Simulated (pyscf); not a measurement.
H₂N–GaH₂ + ammonia (NH₃) → H₂N–NH₂ + gallane (GaH₃), a four-centre exchange (singlet surface; Ga–N, H–N broken, N–N, Ga–H formed). Single points on ωB97X-D3(BJ)/def2-SVP structures (PySCF, gas phase). MP2 and CC: frozen core, UHF for open shells. ΔMP2 is the change of the MP2 total energy from the triple- to the quadruple-zeta basis. Energies in kcal/mol from the separated reactants.

Small-basis levels: PySCF, no dispersion term, spherical d functions. AM1 to PM7: differences of heats of formation from MOPAC. GFN2-xTB: tblite. 

| level | barrier | reaction energy |
|---|---|---|
| HF/3-21G | (withheld) | +70.5 |
| HF/6-31G*+LANL2DZ | 145.0 | +52.3 |
| BP86/6-31G*+LANL2DZ | 99.2 | +53.2 |
| B3LYP/STO-3G | 94.1 | +68.3 |
| B3LYP/def2-SVP | 110.9 | +51.4 |
| GFN2-xTB | 80.3 | +39.4 |
| PM3 | 99.4 | +50.4 |
| CCSD(T)/def2-TZVPP + ΔMP2(QZVPP) | (withheld) | +58.1 |

Problem. What belongs in the gaps?

Solution. 
- HF/3-21G, barrier: 141.4
- CCSD(T)/def2-TZVPP + ΔMP2(QZVPP), barrier: 116.2

Against the last row the barrier runs from -35.9 (GFN2-xTB) to +28.8 kcal/mol (HF/6-31G*+LANL2DZ). CCSD(T)/def2-TZVPP + ΔMP2(QZVPP) has limits of its own. On the reactant side the descent ends in an adduct with a Ga–N contact (not fully relaxed), 19.7 kcal/mol under the separated species and 140.9 kcal/mol under the saddle at ωB97X-D3(BJ)/def2-TZVP. On the product side the descent ends in an adduct with a Ga–N contact, 26.6 kcal/mol under the separated species and 93.8 kcal/mol under the saddle at ωB97X-D3(BJ)/def2-TZVP. What is counted as broken (Ga–N) persists as a longer contact in the product adduct; parting that adduct is a step of its own. At ωB97X-D3(BJ) the barrier from the zero used here is 121.3 kcal/mol. The same reactants have a lower exit, to NH₃ + H₂N–GaH₂ (highest point, the separated products, at 0.0 kcal/mol at ωB97M-D3(BJ), against +119.7 kcal/mol here). One saddle was located; it need not be the lowest between these sides. A restricted solution here is unstable towards spin polarisation, so biradical character is likely and single-reference numbers are less safe. The CCSD(T) − MP2 part came from Ansatz, without density fitting, on the same reference. The largest closed-shell T1 diagnostic is 0.032, which may signal static correlation. The frozen core leaves the outer d or s,p core shells of the metals and heavy elements correlated in the MP2 and CC values, and def2-TZVPP describes them poorly, which can shift differences by a few kcal/mol. In the def2 sets elements up to Kr have no core potential.
